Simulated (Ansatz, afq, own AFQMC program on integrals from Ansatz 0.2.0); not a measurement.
# F⁻, singlet in aug-cc-pVDZ, levels against full CI

A free F anion.

Basis aug-cc-pVDZ. Only valence electrons are correlated. AFQMC by an in-house program on the Cholesky factors that Ansatz 0.2.0 writes for its CCSD(T) run. The CISD trial takes its coefficients from CCSD amplitudes. Released means that phaseless walkers are propagated on without the constraint, phases kept. Error bars are statistical, one sigma.

Determinant: RHF, the one that the program's search chose, which needn't be the lowest solution.

Full CI on the same integrals is exact in this basis and with this determinant's frozen core.

Cautions: raised T1 diagnostic (T1 0.023, weight of the determinant 0.94, largest double 0.04).

```
T1 diagnostic                               : 0.0232
weight of the determinant in the CISD state : 0.938
size of the correlated space                : 8 electrons in 22 orbitals
```

Reference: full CI, correlation energy -6.560 eV. The released energy is read at 2.40 1/Eh (meV from the phaseless value at times in 1/Eh: 4 ± 3 at 0.24, -1 ± 3 at 0.51, 5 ± 3 at 0.99, 11 ± 3 at 1.62, 4 ± 3 at 2.40).

```json
{"level": "HF", "E − E(reference) (mEh)": "241.08", "share of correlation (%)": "0.00"}
{"level": "MP2", "E − E(reference) (mEh)": "3.42", "share of correlation (%)": "98.58"}
{"level": "CCSD", "E − E(reference) (mEh)": "6.68", "share of correlation (%)": "97.23"}
{"level": "CCSD(T)", "E − E(reference) (mEh)": "0.74", "share of correlation (%)": "99.70"}
{"level": "CCSDT", "E − E(reference) (mEh)": "0.40", "share of correlation (%)": "99.84"}
{"level": "CCSDT(Q)", "E − E(reference) (mEh)": "-0.13", "share of correlation (%)": "100.05"}
{"level": "CCSDTQ", "E − E(reference) (mEh)": "-0.05", "share of correlation (%)": "100.02"}
{"level": "ph-AFQMC/CISD", "E − E(reference) (mEh)": "-0.38 ± 0.15", "share of correlation (%)": "100.16"}
{"level": "released AFQMC", "E − E(reference) (mEh)": "-0.24 ± 0.12", "share of correlation (%)": "100.10"}
```

CCSDT and higher add their correlation energy to the determinant of the CCSD(T) run, since their own runs factorise the integrals more tightly (a shift of under 2 meV). A walk keeps the symmetry of its determinant, which the program's search chose and which needn't be the lowest solution, so a lower state of the same spin and another symmetry isn't excluded. Released energies are given only where the last usable release times agree within the noise; a slower fall can still hide under it.
